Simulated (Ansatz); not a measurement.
A calculation with Ansatz (development build ahead of 0.2.0).

```yaml
crystal:
  periodic: [false, false, false]
  atoms:
    - { symbol: C, position_ang: [0.0, 0.0, 0.0] }
    - { symbol: C, position_ang: [0.0, 0.0, 1.43] }
basis:
  gaussian: { orbitals: def2-SVP }
hamiltonian:
  xc: hf
correlation:
  method: mp2
  frozen_orbitals: { C: 1 }
output:
  forces: true
```

The input is written out in the form of the current development build from the run's settings.

Results

* Converged: yes
* Reference energy: -75.35558 hartree
* Correlation energy: -0.18200 hartree
* Total energy: -75.53758 hartree
* Spin squared of the determinant: 0.000
* Stability test: minimum among restricted orbitals

Forces (eV/Å):
```tsv
atom	Fx	Fy	Fz
C1	0.000	0.000	1.567
C2	0.000	0.000	-1.567
```

Caution: bonds are stretched, where a single reference can fail; an unrestricted determinant lies well below; other determinants can give a lower correlated total.
